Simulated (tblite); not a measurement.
A geometry optimisation, step by step.

Compound: C₅H₁₂P (charge +1).
Atom-mapped SMILES: `[CH3:1][CH2:2][C@@H:3]1[CH2:4][P@H+:5]1[CH3:6]` (hydrogens: H7, H8, H9 on C1; H10, H11 on C2; H12 on C3; H13, H14 on C4; H15 on P5; H16, H17, H18 on C6)

Computed with GFN2-xTB (tblite), gas phase: L-BFGS steps from a force-field or distance-geometry start until the largest atomic force falls under 0.01 eV/Å. 5 of its 96 geometries are shown.

Step 0: E = -513.1130 eV, largest atomic force 1.957 eV/Å
```
atom  x, y, z in Å  |  force x, y, z in eV/Å
C1     -2.277   -0.603    0.565    0.195  -0.265   0.075
C2     -1.637    0.395   -0.416   -0.235  -0.285   1.779
C3     -0.178    0.483    0.055   -1.245   1.367   0.641
C4      0.664    1.425   -0.776    0.840  -0.366  -0.678
P5      0.958   -0.380   -0.979    0.606   0.664  -0.413
C6      2.601   -0.853   -0.468    1.071  -1.077   0.301
H7     -3.344   -0.369    0.683    0.429  -0.493  -0.006
H8     -1.748   -0.432    1.543   -0.960  -0.656  -0.780
H9     -2.114   -1.643    0.171   -0.312   0.924   0.791
H10    -1.766    0.049   -1.431    0.228   0.088  -0.329
H11    -2.182    1.340   -0.282    0.556  -0.008  -0.185
H12    -0.006    0.604    1.154   -0.289  -0.488  -0.909
H13     0.183    1.976   -1.575    0.042   0.001   0.105
H14     1.467    1.969   -0.261   -0.281  -0.197  -0.337
H15     0.458   -0.999   -2.108   -0.002   0.212   0.165
H16     3.182   -0.034   -0.008   -0.473  -0.279  -0.137
H17     3.152   -1.188   -1.369   -0.160   0.169   0.317
H18     2.579   -1.734    0.226   -0.012   0.688  -0.402
```

Step 24: E = -513.6403 eV, largest atomic force 0.182 eV/Å
```
atom  x, y, z in Å  |  force x, y, z in eV/Å
C1     -2.332   -0.643    0.594   -0.019  -0.035  -0.003
C2     -1.646    0.425   -0.249   -0.151  -0.009  -0.002
C3     -0.170    0.559    0.016   -0.047  -0.046   0.016
C4      0.675    1.428   -0.916    0.151  -0.035  -0.095
P5      1.039   -0.333   -1.004    0.013  -0.021  -0.001
C6      2.662   -0.922   -0.450    0.025   0.005   0.007
H7     -3.408   -0.543    0.476    0.028  -0.073   0.033
H8     -2.093   -0.529    1.649   -0.014   0.056  -0.040
H9     -2.049   -1.649    0.290    0.068   0.046  -0.047
H10    -1.821    0.238   -1.312    0.001  -0.035  -0.009
H11    -2.101    1.390   -0.019    0.003   0.085   0.039
H12     0.095    0.620    1.067   -0.006  -0.046   0.100
H13     0.177    1.881   -1.764   -0.033   0.048   0.020
H14     1.409    2.068   -0.447    0.074   0.090  -0.028
H15     0.569   -0.868   -2.175   -0.055  -0.049   0.000
H16     3.173   -0.127    0.094   -0.026   0.014   0.020
H17     3.252   -1.194   -1.326    0.018   0.013   0.006
H18     2.560   -1.795    0.197   -0.029  -0.009  -0.015
```

Step 48: E = -513.6789 eV, largest atomic force 0.059 eV/Å
```
atom  x, y, z in Å  |  force x, y, z in eV/Å
C1     -2.253   -0.665    0.568    0.030   0.009  -0.010
C2     -1.646    0.499   -0.206    0.003   0.010   0.017
C3     -0.155    0.608    0.010   -0.019  -0.021   0.009
C4      0.698    1.412   -0.983   -0.012   0.019   0.022
P5      0.973   -0.363   -1.026   -0.025  -0.022   0.049
C6      2.581   -0.934   -0.426    0.018  -0.015   0.013
H7     -3.306   -0.770    0.322    0.003   0.015   0.012
H8     -2.171   -0.501    1.639    0.014  -0.018   0.002
H9     -1.748   -1.597    0.319    0.009  -0.018  -0.018
H10    -1.859    0.393   -1.273    0.003   0.000   0.000
H11    -2.099    1.434    0.132   -0.025   0.010  -0.025
H12     0.141    0.666    1.056   -0.012   0.014  -0.016
H13     0.177    1.887   -1.803   -0.019  -0.005  -0.029
H14     1.492    2.021   -0.570    0.026   0.049  -0.014
H15     0.439   -0.971   -2.134    0.001   0.003   0.004
H16     2.976   -0.171    0.246    0.016  -0.009   0.028
H17     3.267   -1.066   -1.263   -0.003  -0.006  -0.012
H18     2.483   -1.876    0.116   -0.009  -0.016  -0.032
```

Step 71: E = -513.6925 eV, largest atomic force 0.033 eV/Å
```
atom  x, y, z in Å  |  force x, y, z in eV/Å
C1     -2.194   -0.683    0.545   -0.006  -0.010   0.011
C2     -1.651    0.528   -0.204    0.003   0.002  -0.001
C3     -0.167    0.687    0.023    0.005   0.029  -0.014
C4      0.693    1.429   -1.012   -0.006   0.003   0.000
P5      0.950   -0.351   -0.958    0.012   0.005  -0.008
C6      2.557   -0.972   -0.401   -0.011   0.008   0.001
H7     -3.249   -0.819    0.332   -0.011   0.014   0.003
H8     -2.077   -0.560    1.619    0.003   0.001   0.003
H9     -1.663   -1.585    0.242    0.003  -0.009  -0.013
H10    -1.856    0.428   -1.274    0.009   0.002   0.010
H11    -2.151    1.434    0.143   -0.003  -0.006   0.009
H12     0.118    0.815    1.064    0.002  -0.016  -0.008
H13     0.174    1.852   -1.864    0.012  -0.009   0.011
H14     1.486    2.065   -0.635   -0.009  -0.014  -0.015
H15     0.378   -0.986   -2.031    0.005  -0.009  -0.004
H16     2.937   -0.308    0.376   -0.004  -0.007   0.002
H17     3.254   -0.988   -1.241   -0.002   0.012   0.008
H18     2.453   -1.981    0.001   -0.002   0.003   0.003
```

Step 95: E = -513.6951 eV, largest atomic force 0.008 eV/Å
```
atom  x, y, z in Å  |  force x, y, z in eV/Å
C1     -2.184   -0.687    0.541   -0.001  -0.002   0.000
C2     -1.649    0.538   -0.190   -0.002   0.001   0.001
C3     -0.161    0.689    0.007   -0.001  -0.007  -0.002
C4      0.688    1.421   -1.042    0.001  -0.004   0.000
P5      0.949   -0.357   -0.974    0.000   0.001  -0.001
C6      2.545   -0.966   -0.378   -0.005   0.002  -0.001
H7     -3.252   -0.787    0.375    0.002  -0.001   0.002
H8     -2.013   -0.607    1.611    0.002   0.001  -0.005
H9     -1.693   -1.590    0.177   -0.002  -0.002   0.002
H10    -1.878    0.465   -1.256   -0.003   0.001   0.000
H11    -2.138    1.437    0.192   -0.001   0.006   0.001
H12     0.143    0.817    1.043   -0.001  -0.003  -0.002
H13     0.159    1.832   -1.894    0.008  -0.002  -0.002
H14     1.484    2.064   -0.684   -0.001  -0.001  -0.001
H15     0.390   -1.013   -2.042    0.000   0.005   0.004
H16     2.869   -0.334    0.450    0.004   0.000   0.003
H17     3.284   -0.922   -1.180   -0.003   0.005  -0.005
H18     2.448   -1.995   -0.032    0.002  -0.002   0.004
```

Task: Summarise the path.

Result: The energy falls by 0.5821 eV from step 0 to step 95; nine tenths of that is first reached at step 24. It falls at every step. The largest force goes from 1.957 to 0.008 eV/Å. Among the bonds C3–P5 changes most, from 1.763 to 1.813 Å; the atoms move by 0.359 Å rms after alignment.

Task: Follow the three bonds and two angles with the largest change from start to end.

Result: 
```tsv
step	E above end (eV)	largest force (eV/Å)	C3–P5 (Å)	C4–P5 (Å)	C1–H8 (Å)	C1–C2–C3 (°)	P5–C3–H12 (°)
0	0.5821	1.957	1.763	1.840	1.125	103.6	122.0
4	0.2112	0.447	1.819	1.792	1.079	108.3	116.5
8	0.1473	0.239	1.802	1.804	1.091	109.3	117.2
12	0.1090	0.187	1.819	1.795	1.088	111.4	116.8
17	0.0815	0.158	1.812	1.798	1.086	113.6	115.6
21	0.0669	0.168	1.819	1.793	1.089	113.3	114.2
25	0.0517	0.144	1.814	1.801	1.087	114.0	114.3
29	0.0435	0.128	1.819	1.796	1.087	113.1	114.0
33	0.0383	0.124	1.816	1.801	1.087	112.7	113.6
37	0.0320	0.101	1.816	1.795	1.086	112.3	113.2
41	0.0242	0.086	1.817	1.798	1.088	111.9	113.7
45	0.0181	0.080	1.812	1.799	1.086	112.1	113.9
50	0.0152	0.061	1.812	1.798	1.086	111.9	114.3
54	0.0117	0.093	1.812	1.799	1.087	111.9	114.0
58	0.0070	0.072	1.814	1.797	1.088	111.5	114.3
62	0.0048	0.058	1.813	1.800	1.086	111.1	114.7
66	0.0034	0.046	1.814	1.799	1.086	111.3	114.8
70	0.0027	0.032	1.812	1.799	1.087	111.1	115.2
74	0.0023	0.018	1.814	1.799	1.087	111.3	114.9
78	0.0020	0.027	1.813	1.799	1.087	111.2	114.9
83	0.0012	0.036	1.811	1.798	1.087	111.4	114.6
87	0.0005	0.027	1.812	1.799	1.087	111.4	114.5
91	0.0002	0.029	1.812	1.798	1.087	111.3	114.4
95	0.0000	0.008	1.813	1.799	1.087	111.3	114.4
```

The cost below is that of the whole relaxation. Time: 0.92 s. Hardware: Arm Neoverse N1, one thread, on a shared host.
